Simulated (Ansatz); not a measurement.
A calculation with Ansatz (development build ahead of 0.2.0).

```yaml
crystal:
  periodic: [false, false, false]
  atoms:
    - { symbol: "N", position_ang: [0.0, 0.0, 0.0] }
    - { symbol: Si, position_ang: [0.0, 0.0, 3.927] }
    - { symbol: H, position_ang: [0.9401, 0.0, -0.4207] }
    - { symbol: H, position_ang: [-0.6043, 0.7202, -0.4207] }
basis:
  gaussian: { orbitals: pcseg-2 }
total_charge: -1
magnetization:
  initial_magnetization: 2
hamiltonian:
  xc: hf
```

The input is written out in the form of the current development build from the run's settings.

Output:

* Converged: yes
* Total energy: -344.40030 hartree
* Spin squared of the determinant: 2.000
* Stability test: minimum among restricted orbitals

Caution: stretched shape with no unrestricted run beside it, a lower state can exist; no diffuse functions for an anion; the charge can sit on one fragment and break the point group; other spin multiplicities may lie lower.
